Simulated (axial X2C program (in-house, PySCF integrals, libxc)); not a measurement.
Potential curves of PC⁻, with spin–orbit coupling

Computed with an in-house all-electron X2C program for linear molecules (integrals from PySCF). Two-component (2c) means X2C with spin–orbit coupling and atomic mean-field two-electron Coulomb and Gaunt terms. Basis: P dyall-av3z [9s8p3d2f], C dyall-av3z [8s7p3d2f] (cores contracted in-house); Gaussian nuclei, density fitting, unrestricted open shells. Masses: P 30.974 u, C 12.000 u.

State: Ω = 0 (closed shell). Energies in kJ/mol from the fragments at the same level (P + C-). Fits are polynomials in 1 − R0/R over 0.85 to 1.23 times the lowest point R0.

```
 R (Å)     PBE0     CCSD       HF  CCSD(T)
1.3929  -500.80           -210.18         
1.4569  -581.00  -546.37  -287.90  -577.14
1.5049  -615.95  -583.25  -320.05  -616.07
1.5530  -634.18  -603.24  -334.76  -638.30
1.6010  -639.13  -609.79  -335.57  -647.30
1.6570  -631.94  -604.31  -322.83  -644.93
1.7131  -614.16  -588.12  -298.84  -632.14
1.7851  -580.29  -556.17  -256.22  -604.97
1.8732  -527.92           -192.29         
2.0012  -441.05            -88.35
```

Correlated methods: 10 electrons correlated (number of frozen shells: P 2 s, 1 p; C 1 s), 202 virtual spin orbitals or spinors in MP2, 90 natural virtuals in coupled cluster.

The state is a single determinant with fixed occupations, the lowest that a limited PBE0 search found. The closed shell is kept restricted, so the energy runs too high when the bond is stretched far. Dissociation energies refer to the lowest single-determinant-based atoms at the same level and basis. Coupled cluster ran in a truncated set of natural virtual spinors; the MP2 energy of the rest was added. (T) has no such correction and the atoms are truncated less, which lowers De at CCSD(T) by a hundredth of an eV or more. Without a current term, density functionals place determinants with orbital angular momentum somewhat too high. The T1 diagnostic is large, a sign of multireference character. Hartree–Fock gets electron affinities wrong, so its lowest charge split need not be the true one. Coupled cluster ran on the points near the minimum only. MP2 and coupled cluster on one determinant become unreliable at the stretched end.

(1) Fit the PBE0 curve near its minimum: give the equilibrium distance, the harmonic wavenumber and the well depth.

(2) What are Re, ωe and De at the CCSD level?

(3) Fit the HF curve near its minimum: give the equilibrium distance, the harmonic wavenumber and the well depth.

(4) What are Re, ωe and De at the CCSD(T) level?

## Answers

(1) At PBE0, 2c: Re = 1.598 Å, ωe ≈ 1220 cm⁻¹, De = 6.62 eV to P + C-; Be follows as 0.763 cm⁻¹.

(2) At CCSD, 2c: Re = 1.605 Å, ωe ≈ 1200 cm⁻¹, De = 6.32 eV to P + C-; Be follows as 0.757 cm⁻¹.

(3) At HF, 2c: Re = 1.580 Å, ωe ≈ 1310 cm⁻¹, De = 3.49 eV to P + C-; Be follows as 0.781 cm⁻¹.

(4) At CCSD(T), 2c: Re = 1.618 Å, ωe ≈ 1150 cm⁻¹, De = 6.71 eV to P + C-; Be follows as 0.745 cm⁻¹.
